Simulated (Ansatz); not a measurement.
Input file for `N/C(O)=C\F`:

```yaml
crystal:
  periodic: [false, false, false]
  atoms:
    - {symbol: N, position_ang: [1.200810, -0.011307, 0.338641]}
    - {symbol: C, position_ang: [-0.055151, -0.074647, -0.251549]}
    - {symbol: O, position_ang: [-0.051056, -0.407638, -1.567489]}
    - {symbol: C, position_ang: [-1.210228, 0.134123, 0.371665]}
    - {symbol: F, position_ang: [-1.210352, 0.609512, 1.638067]}
    - {symbol: H, position_ang: [1.151668, 0.195890, 1.326039]}
    - {symbol: H, position_ang: [1.821690, 0.636028, -0.131077]}
    - {symbol: H, position_ang: [0.627611, -1.081845, -1.691419]}
    - {symbol: H, position_ang: [-2.186494, -0.046315, -0.049878]}
basis:
  gaussian: {orbitals: def2-SVP}
correlation: {method: ccsd_t}
```

```sh
$ ansatz run in.yaml --threads 2 --pin off --events-out ev --progress --plain --max-ram 4352MiB
```

Output of Ansatz, abridged:

```
Functional definition: HF
  name "HF"
  cite "Fock, Z. Phys. 61, 126 (1930) doi:10.1007/BF01340294"
  parent pbe
  exchange = exact_x
  correlation = 0
905 factors; integrals over basis functions are off by at most 1.3e-3 eV
mean field evaluation 1: about -8338.5267 eV, gradient 3.5e1 eV
mean field evaluation 2: about -8338.6686 eV, gradient 3.5e1 eV
mean field evaluation 4: about -8341.3133 eV, gradient 3.8e0 eV
mean field evaluation 8: about -8341.3531 eV, gradient 2.3e-1 eV
mean field -8341.35334752 eV, -306.5390815490 hartree, gradient 1.4e-6 eV, S^2 0.000000; 0 other end points of the search recorded, 0 dependent functions left out
5 core orbitals not correlated: weight in the atoms' cores, before any rotation towards them, 1.000 or more for the frozen orbitals, at most 0.000 for the correlated occupied ones
reference -8341.35334752 eV, -306.5390815490 hartree; 15, 15 occupied and 70, 70 virtual orbitals, 905 factors
second order -21.65565863 eV of doubles, -0.00000000 eV of singles
cycle   1  -21.91696984 eV  change   -2.6e-1 eV  update   9.9e-2
cycle   2  -22.39128040 eV  change   -4.7e-1 eV  update   3.0e-2
cycle   3  -22.53054405 eV  change   -1.4e-1 eV  update   1.6e-2
cycle   4  -22.52590270 eV  change    4.6e-3 eV  update   3.8e-3
cycle   5  -22.52358923 eV  change    2.3e-3 eV  update   1.7e-3
cycle   6  -22.52418011 eV  change   -5.9e-4 eV  update   4.9e-4
cycle   7  -22.52391411 eV  change    2.7e-4 eV  update   2.1e-4
cycle   8  -22.52377804 eV  change    1.4e-4 eV  update   6.9e-5
cycle   9  -22.52380853 eV  change   -3.0e-5 eV  update   3.0e-5
cycle  10  -22.52382052 eV  change   -1.2e-5 eV  update   1.0e-5
perturbative correction -0.61079232 eV, -0.0224462037 hartree
Total energy: -8364.48796036 eV, -307.3892628895 hartree
```

Run time 7 s (2 threads of an Arm Neoverse V1 on a shared host); peak host memory 0.35 GiB.

Correlation energy per correlated electron: -0.771 eV. T1 diagnostic: 0.0120.
